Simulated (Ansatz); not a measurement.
Reaction (atomization): SiH₄ → 4 H• + Si•

Program: Ansatz. Geometries: PBE0-D4/def2-TZVP. ΔE: electronic, gas phase. CCSD(T)/CBS is frozen-core, at the limit of the def2 triple- and quadruple-zeta sets. Functionals use def2-TZVPP. No spin–orbit coupling; open shells (•) take unrestricted orbitals. Spin–orbit coupling would lower the free atoms: a little for Si.

SiH₄:

Z-matrix (Å, degrees):
```
Si
H 1 1.485
H 1 1.485 2 109.5
H 1 1.485 2 109.5 3 -120.0
H 1 1.485 2 109.5 3 120.0
```

| species | revPBE energy (Eh) |
| --- | --- |
| SiH₄ | -291.82536 |
| H• | -0.50412 |
| Si• | -289.31540 |

Q: Work out ΔE.

A: ΔE = 4 × (-0.50412) + (-289.31540) − (-291.82536) = 0.49348 Eh = +1295.6 kJ/mol. CCSD(T)/CBS gives +1360.9 kJ/mol.

Largest T1 diagnostic among the species: 0.012.

The D4 term adds +6.6 kJ/mol with B3LYP and +3.3 kJ/mol with PBE0; it sums over pairs of atoms, weighted by their polarisabilities, and B3LYP, whose exchange is more repulsive, gets the larger term. Leaving LDA and LC-ωPBE aside and taking each functional with its dispersion term where it has one, the values, not all of them listed here, spread over 57.2 kJ/mol, from revPBE-D4 to ωB97X-V. LDA lies +140.4 kJ/mol from PBE without D4, its usual overbinding.

B3LYP here is the variant with VWN-RPA as its local correlation; programs differ in this.
